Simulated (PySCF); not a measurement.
# Working out the electron affinity of S

S⁻ [Ne] 3s2 3p5 (2P) → S [Ne] 3s2 3p4 (3P). Calculation: PySCF 2.14, in def2-TZVPPD (6s6p4d1f, 51 functions); no relativity, point nucleus. Frozen: [Ne]. Energies in hartree (1 hartree = 27.21139 eV):

```tsv
part	S⁻ (lower)	S (upper)
UHF	-397.534838	-397.502353
CCSD correlation	-0.174893	-0.140631
(T)	-0.007604	-0.004904
```

Problem. What does Hartree-Fock give?

Solution. (-397.502353) − (-397.534838) = 0.032485 hartree = 0.884 eV.

Problem. What do CCSD and CCSD(T) give?

Solution. The CCSD correlation energies differ by 0.034262 hartree = 0.932 eV and the triples by 0.002700 hartree = 0.073 eV, so CCSD gives 1.816 eV and CCSD(T) 1.889 eV.

A first-order spin-orbit estimate adds -0.003 eV to CCSD(T) (valence), giving 1.886 eV against 2.077 eV (measured; photodetachment measurements, as compiled on the Wikipedia data page of electron affinities).

What remains against the reference includes basis incompleteness, the frozen core and higher excitations.
